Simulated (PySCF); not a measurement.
# Relaxation of singlet ClF₄⁺

Method: PBE in PySCF with Cl def2-SVP, F def2-SVP; no relativity; density-fitted integrals. A (50,194) grid was used.

A start displaced from a saddle point along its imaginary mode, of C4v symmetry, held to at least that symmetry:

Coordinates in bohr (charge 1 multiplicity 1):
```
Cl    0.0000    0.0000   -0.2268
F     3.2844    0.0000    0.1043
F     0.0000    3.2844    0.1043
F    -3.2844    0.0000    0.1043
F     0.0000   -3.2844    0.1043
```

Optimiser trace:
| step | E − E(last) (kJ/mol) | largest gradient (Eh/bohr) |
| --- | --- | --- |
| 0 | 85.14 | 0.04580 |
| 1 | 31.17 | 0.02819 |
| 2 | 6.09 | 0.03445 |
| 3 | 2.79 | 0.02258 |
| 4 | 0.05 | 0.00143 |
| 5 | 0.00 | 0.00051 |
| 6 | 0.00 | 0.00005 |

It ends at C4v with Cl–F 1.659 Å (×4); F–Cl–F 85.1° (×4), F–Cl–F 146.1° (×2) (after a last refinement on a finer grid). A frequency run shows 1 imaginary mode, down to 58i cm⁻¹, so it is a saddle point.

Final geometry:
```xyz
5
charge 1 multiplicity 1, angstrom
Cl    0.0000    0.0000   -0.3314
F     1.5870    0.0000    0.1523
F     0.0000    1.5870    0.1523
F    -1.5870    0.0000    0.1523
F     0.0000   -1.5870    0.1523
```
